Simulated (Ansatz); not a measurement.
Input for Ansatz (an electronic-structure program): R-MP2/aug-cc-pVTZ on formic acid (SMILES O=CO), atoms moved off the minimum.

Ansatz 0.2 input:
```yaml
crystal:
  periodic: [false, false, false]
  atoms:
    - {symbol: O, position_ang: [0.82696159, -0.75632663, -0.02561539]}
    - {symbol: C, position_ang: [-0.41280808, -0.14761922, 0.01728248]}
    - {symbol: O, position_ang: [-0.62909690, 0.98867433, 0.04729291]}
    - {symbol: H, position_ang: [1.49352229, -0.01638608, -0.01983991]}
    - {symbol: H, position_ang: [-1.16302941, -0.93886378, 0.01912648]}
basis:
  gaussian:
    orbitals: aug-cc-pVTZ
magnetization: {spin_polarized: false}
correlation: {method: mp2, electrons: outside_noble_gas}
scf: {lower_state_search: off}
output: {forces: true}
```

Output:

```
WARN ansatz: RAYON_NUM_THREADS=1 ignored (pool sized by the plan → 1); use --threads N
Functional definition: HF
these checks for a lower state are left out or cut short: starts, cluster_reference, orbital_swaps, neighbouring_geometries, increment
integrals: 0.26 GiB planned
1092 factors; integrals over basis functions are off by at most 1.1e-3 eV
mean field: 0.42 GiB planned
mean field evaluation 1: about -5135.7507 eV, gradient 4.0e1 eV
mean field evaluation 2: about -5135.7512 eV, gradient 4.0e1 eV
mean field evaluation 4: about -5138.5730 eV, gradient 3.1e0 eV
mean field evaluation 8: about -5138.6136 eV, gradient 4.6e-1 eV
mean field -5138.61535868 eV, -188.8406313527 hartree, gradient 1.5e-6 eV, S^2 0.000000; 0 other end points of the search recorded, 0 dependent functions left out
3 core orbitals not correlated
reference -5138.61535868 eV, -188.8406313527 hartree; 9, 9 occupied and 172, 172 virtual orbitals, 1092 factors
densities: 0.46 GiB planned
second order -17.45194624 eV of doubles, -0.00000000 eV of singles
the calculation of the forces begins
Total energy: -5156.06730491 eV, -189.4819785476 hartree
Atom 0 at     0.826962    -0.756327    -0.025615 Å, force     0.100995     1.379873     0.041227 eV/Å
Atom 1 at    -0.412808    -0.147619     0.017282 Å, force     1.282862    -4.569897    -0.124769 eV/Å
Atom 2 at    -0.629097     0.988674     0.047293 Å, force    -0.544028     4.207778     0.105196 eV/Å
Atom 3 at     1.493522    -0.016386    -0.019840 Å, force    -0.740727    -0.851712    -0.014285 eV/Å
Atom 4 at    -1.163029    -0.938864     0.019126 Å, force    -0.099102    -0.166042    -0.007369 eV/Å
Dipole moment:     0.132676    -0.169474    -0.004936 e Å
Checks for a lower state left out: starts, cluster_reference, orbital_swaps, neighbouring_geometries, increment
```

The run converged.

Cost: very roughly 8 core-seconds.
